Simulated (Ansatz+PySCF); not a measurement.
singlet HNO: levels of theory in one basis

```xyz
3

N     0.0000    0.3932   -0.3554
H     0.0000    1.1982    0.2123
O     0.0000   -0.4938    0.2845
```

Basis set: def2-SVP (spherical functions). Frozen core: 2 orbitals. Charge 0, multiplicity 1.

Computed with Ansatz (development build ahead of 0.2.0); each method stands on the lowest determinant of its kind that the runs found. NEVPT2 correlates all electrons. Active spaces start from the frontier orbitals, and the lowest solution found is given.

| method | E − E(RHF) (eV) | <S²> of the determinant |
| --- | --- | --- |
| RHF | 0.00 | 0.00 |
| UHF | -0.03 | 0.26 |
| UHF-MP2 | -8.80 | 0.26 |
| RHF-CCSD | -9.31 | – |
| UHF-CCSD | -9.30 | 0.26 |
| RHF-CCSD(T) | -9.56 | – |
| UHF-CCSD(T) | -9.54 | 0.26 |
| CASSCF(12,9) | -3.08 | – |
| SC-NEVPT2(12,9) | -8.65 | – |

Q: What does RHF-MP2 give on the same scale?

A: -8.90 eV.

Q: Is a single determinant a sound starting point here?

A: Only with care. Unrestricted orbitals gain 0.03 eV and <S²> is 0.26 against 0.00 for a pure state, so spin symmetry breaks but gains little energy; restricted orbitals can still serve. The CASSCF(12,9) natural occupations are 2.00, 2.00, 1.99, 1.98, 1.98, 1.94, 0.07, 0.02, 0.02.

Caution for UHF, UHF-MP2, UHF-CCSD, UHF-CCSD(T): the unrestricted determinant is spin contaminated; the determinant breaks the point group. Caution for UHF-MP2: another reference gives a lower total.
